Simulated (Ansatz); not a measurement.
# CH₃MgO, SMILES C[O][Mg]: a rigid scan of one bond length

Run with the Python package of Ansatz (0.2.0).

`scan.py`:
```python
"""Potential curve of CH3MgO along one bond."""

import logging
import sys

import ansatz as az
import numpy as np

logging.basicConfig(stream=sys.stdout, format="[%(levelname)s] %(message)s")
logger = logging.getLogger("run")
logger.setLevel(logging.INFO)

SETTINGS = {
    "basis": "cc-pVDZ",
    "xc": "pbe0",
}

GEOMETRY = """
C     0.50930   -0.17780    0.03920
O    -0.30600    0.92990   -0.44790
Mg   -2.22870    0.41120   -0.07450
H     0.24690   -1.05080   -0.51060
H     1.53810    0.06850   -0.16600
H     0.28240   -0.24510    1.11360
"""


def main() -> None:
    system = az.Crystal.molecule()
    for line in GEOMETRY.strip().splitlines():
        symbol, *xyz = line.split()
        system = system.atom(symbol, [float(v) for v in xyz])

    symbols = [site.symbol for site in system.cartesian_sites]
    start = np.array([site.position_ang for site in system.cartesian_sites])
    axis = (start[1] - start[0]) / np.linalg.norm(start[1] - start[0])
    moving = [1, 2]
    lengths, energies = [1.284, 1.342, 1.401, 1.459, 1.517, 1.576, 1.634, 1.722], []
    for length in lengths:
        xyz = start.copy()
        xyz[moving] += (length - np.linalg.norm(start[1] - start[0])) * axis
        point = az.Crystal.molecule()
        for symbol, xyz in zip(symbols, xyz):
            point = point.atom(symbol, xyz.tolist())
        base = (
            point.calculation()
            .basis(gaussian=SETTINGS["basis"])  # atom-centred Gaussian functions
            .functional(SETTINGS["xc"])
            .spin("collinear", total=1)  # two spin channels
        )
        data = base.run(threads=1).report
        energies.append(data["free_energy_ev"])
        logger.info(f"r = {length:6.3f} A  E = {energies[-1]:.5f} eV  <S^2> = {abs(data['mean_field']['state']['spin_squared']):.3f}")

    # quartic fit about the minimum
    fit = np.polynomial.Polynomial.fit(lengths, np.array(energies) - min(energies), 4).convert()
    roots = [r.real for r in fit.deriv().roots() if abs(r.imag) < 1e-9 and fit.deriv(2)(r.real) > 0]
    r_e = min(roots, key=lambda r: abs(r - lengths[int(np.argmin(energies))]))
    logger.info(f"minimum of the fit at {r_e:.4f} A, force constant {fit.deriv(2)(r_e):.2f} eV/A^2")


if __name__ == "__main__":
    main()
```

```console
$ python scan.py
[INFO] r =  1.284 A  E = -8569.72463 eV  <S^2> = 0.753
[INFO] r =  1.342 A  E = -8570.05852 eV  <S^2> = 0.753
[INFO] r =  1.401 A  E = -8570.21516 eV  <S^2> = 0.753
[INFO] r =  1.459 A  E = -8570.23787 eV  <S^2> = 0.753
[INFO] r =  1.517 A  E = -8570.16643 eV  <S^2> = 0.753
[INFO] r =  1.576 A  E = -8570.02478 eV  <S^2> = 0.753
[INFO] r =  1.634 A  E = -8569.83792 eV  <S^2> = 0.753
[INFO] r =  1.722 A  E = -8569.49649 eV  <S^2> = 0.753
[INFO] minimum of the fit at 1.4414 A, force constant 31.10 eV/A^2
```

What to keep in mind:
- These settings explore the input space; basis and method may be short of convergence.
- The rest of the molecule is held rigid at a force-field or estimated start geometry, and the basis set is modest; single-reference methods fail as a bond breaks.
- The species is open-shell (spin multiplicity 2).
- Wall time of the script: 25 s on 1 thread of Arm Neoverse V2 (shared host), peak memory 0.21 GiB.

(Lines on the test bed's own set-up are left out of the output.)
